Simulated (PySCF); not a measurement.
Estimate the missing entries of this data sheet.

Species: 1,4-butanediol, C₄H₁₀O₂.
Bonds: O1–C2, C2–C3, C3–C4, C4–C5, C5–O6. Hydrogens: H7 on O1; H8, H9 on C2; H10, H11 on C3; H12, H13 on C4; H14, H15 on C5; H16 on O6.

```tsv
property	level	value
rotational constants A, B, C	PBE0-D3(BJ)/def2-SVP	5.716, 2.083, 2.032 GHz
dipole moment	wB97X-D/def2-SVPD	?
HOMO energy	wB97X-D/def2-SVPD	?
LUMO energy	wB97X-D/def2-SVPD	2.07 eV
lowest singlet excitation	TDDFT wB97X-D/def2-SVPD	7.13 eV (174 nm, f = 0.000)
strongest line among the 10 lowest singlet transitions	TDDFT wB97X-D/def2-SVPD	S3 at 8.50 eV (146 nm, f = 0.050)
lowest triplet excitation (Tamm–Dancoff)	TDA wB97X-D/def2-SVPD	?
static isotropic polarisability	wB97X-D/def2-SVPD	59.8 au
vertical ionisation energy	ΔSCF wB97X-D/def2-SVPD	9.99 eV
electronic spatial extent ⟨r²⟩ about the centre of nuclear charge	wB97X-D/def2-SVPD	691 bohr²
13C chemical shifts (computed TMS as zero) by class	GIAO PBE0/pcSseg-1	60.4 (C2/C5), 27.7 (C3/C4) ppm
1H chemical shifts (computed TMS as zero) by class	GIAO PBE0/pcSseg-1	3.81 (H8/H9/H14/H15), 1.55 (H10/H11/H12/H13), -0.45 (H7/H16) ppm
isotropic shieldings of nuclei other than C and H, by class	GIAO PBE0/pcSseg-1	?
largest of the computed one-bond spin–spin couplings (means over like bonds)	B3LYP/pcJ-1, spin–dipole term left out	?
core binding energies	ΔSCF SCAN, pcX-2 on the ionised atom, pcseg-1 elsewhere, spin-free X2C	C1s 290.5 (C3/C4), C1s 292.0 (C2/C5), O1s 538.7 (O1/O6) eV
```

Gas-phase values; electronic properties from PySCF, density fitting. One conformer (not necessarily the lowest) at the PBE0-D3(BJ)/def2-SVP geometry, without solvent or vibrations. NMR classes are plain means over equivalent atoms (diastereotopic ones count apart unless rotation or inversion swaps them), as if these changed places fast; in this geometry the members of some classes differ.

What are the isotropic shieldings of nuclei other than C and H, by class?

306 (O1/O6) ppm.

What is the HOMO energy?

-9.64 eV.

The lowest triplet excitation (Tamm–Dancoff)?

6.91 eV.

What are the largest of the computed one-bond spin–spin couplings (means over like bonds)?

13C–1H +144.5 (C2–H8 and 3 like it), 13C–1H +131.2 (C3–H10 and 3 like it), 17O–1H -71.7 (O1–H7 and 1 like it), 13C–13C +38.8 (C2–C3 and 1 like it), 13C–13C +37.2 (C3–C4), 17O–13C +19.7 (O1–C2 and 1 like it) Hz.

What is the dipole moment?

0.57 D.

The ΔSCF ionisation energy exceeds −ε(HOMO) by 0.35 eV with wB97X-D. The dipole matches unit charges of opposite sign 0.12 Å apart (1 e·Å = 4.8032 D). The largest Löwdin shares of the HOMO are 0.30 on O6, 0.24 on O1, 0.09 on C5 and 0.08 on C2. With B = h/(8π²I), that is 505.379 GHz u Å² over I, the principal moments of inertia are 88.4, 242.7 and 248.7 u Å² (most abundant isotopes). The rotational constants are those of a nearly prolate symmetric top. No computed singlet falls in the visible range (750 to 380 nm, 1.65 to 3.26 eV); S1 lies 3.87 eV above its blue end.
